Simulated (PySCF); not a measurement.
Isomers of C5H9F. The calculation used PBE0-D3(BJ)/def2-SVP geometry optimisation, gas phase in PySCF 2.14.0. Energies are electronic, without zero-point or thermal terms, for one conformer each. No frequencies were run at this level. Point groups hold within 0.08 Å.

Question: Order them by energy at this level, lowest first, and give relative energies in kcal/mol.
A. `[CH3:1][CH2:2][C:3]1([F:4])[CH2:5][CH2:6]1` with C1–C2–C3–F4 -60°
B. `[CH3:1][C:2]([CH3:3])=[CH:4][CH2:5][F:6]` with C2–C4–C5–F6 131°

Answer: B (0.0), A (0.1).

As drawn, the lower has a C=C bond outside aromatic rings, which the higher lacks; the higher has a three-membered ring, which the lower lacks. Neighbours under 2.5 kcal/mol apart (CC(C)=CCF and CCC1(F)CC1) can change places with a better method, another conformer or zero-point energy.

| SMILES | E (Eh) | E rel (kcal/mol) | dipole (D) | point group | A, B, C (MHz) |
| --- | --- | --- | --- | --- | --- |
| CC(C)=CCF | -295.22369 | 0.0 | 2.33 | C1 | 7042, 1813, 1543 |
| CCC1(F)CC1 | -295.22356 | 0.1 | 1.54 | C1 | 5688, 2792, 2415 |

Q: How do the relative energies change in single points at HF/pcSseg-2 (no added dispersion term) on the same geometries?

A: 
```json
{"SMILES": "CC(C)=CCF", "PBE0-D3(BJ)/def2-SVP (kcal/mol)": "0.0", "HF/pcSseg-2 (kcal/mol)": "0.0", "shift": "0.0"}
{"SMILES": "CCC1(F)CC1", "PBE0-D3(BJ)/def2-SVP (kcal/mol)": "0.1", "HF/pcSseg-2 (kcal/mol)": "7.8", "shift": "+7.7"}
```

Each column counts from its own lowest isomer. The order is unchanged; the largest shift is 7.7 kcal/mol.
